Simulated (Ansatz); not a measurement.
# B2H2 (singlet): HSE06, B2PLYP, RKS PBE0 over a scan of the scale of all distances, 6-31G

How well do these functionals follow the top wave-function level for B2H2 (singlet) over a scan of the scale of all distances?

Computed with Ansatz 0.2.0, Gaussian basis. Level: 6-31G, all electrons in the functionals, frozen cores in the correlation of double hybrids and RPA.

To be run: HSE06, B2PLYP, RKS PBE0, at 0.887; 1.000; 1.106; 1.304; 1.525; 1.769; 1.986; 2.359.

12 further runs of the same task are left out: 1 for a mislabelled method, 11 that didn't finish.

## Step 1: What is computed

The geometry derives from a PBE0/def2-TZVP stationary point (not a proven minimum). All distances are scaled together.

4 atoms, charge 0, spin multiplicity 1.

Atoms are counted from 1 here; the program's logs count them from 0.

Bond lengths: B1–B2 1.762 Å, B1–H3 1.199 Å, B1–H4 1.199 Å. Angles: B2–B1–H3 121.3°, B2–B1–H4 121.3°, H3–B1–H4 117.3°.

Geometry (Å):

```
B     0.00000    0.00000    0.75290
B     0.00000    0.00000   -1.00956
H     0.00000    1.02398    1.37646
H     0.00000   -1.02398    1.37646
```

No dispersion term is added. HSE06 is the plane-wave form.

The geometry shown and the zero of energy belong to the point 1.000. The yardstick, FCI, and other wave-function levels (R restricted, U unrestricted, valence and pair active spaces) come from earlier runs.

## Step 2: HSE06, 0.887

File in.yaml:

```yaml
crystal:
  periodic: [false, false, false]
  atoms:
    - {symbol: B, position_ang: [0.000000, 0.000000, 0.667823]}
    - {symbol: B, position_ang: [0.000000, 0.000000, -0.895482]}
    - {symbol: H, position_ang: [0.000000, 0.908275, 1.220917]}
    - {symbol: H, position_ang: [0.000000, -0.908275, 1.220917]}
basis:
  gaussian: {orbitals: 6-31G}
magnetization: {spin_polarized: true, initial_magnetization: 0}
hamiltonian: {xc: {name: HSE06}}
```

Started as:

```bash
$ ansatz run in.yaml --threads 1 --pin off --events-out ev --progress --plain --max-ram 2393MiB
```

After this run come: HSE06, 1.000; HSE06, 1.106; HSE06, 1.304; HSE06, 1.525; HSE06, 1.769; HSE06, 1.986; HSE06, 2.359; B2PLYP, 0.887; B2PLYP, 1.000; B2PLYP, 1.106; B2PLYP, 1.304; B2PLYP, 1.525; B2PLYP, 1.769; B2PLYP, 1.986; B2PLYP, 2.359; RKS PBE0, 0.887; RKS PBE0, 1.000; RKS PBE0, 1.106; RKS PBE0, 1.304; RKS PBE0, 1.525; RKS PBE0, 1.769; RKS PBE0, 1.986; RKS PBE0, 2.359.

Q: Predict the results of all the runs planned. Wanted: span of the FCI curve; largest miss, RKS PBE0.

The runs gave:

```
              quantity                  value
 span of the FCI curve           820.8 kJ/mol
largest miss, RKS PBE0  +324.6 kJ/mol (2.359)
```

In words: RKS PBE0 strays by up to 324.6 kJ/mol, at 2.359. Functionals and the yardstick converge differently with the basis, so part of each miss in 6-31G is the basis.
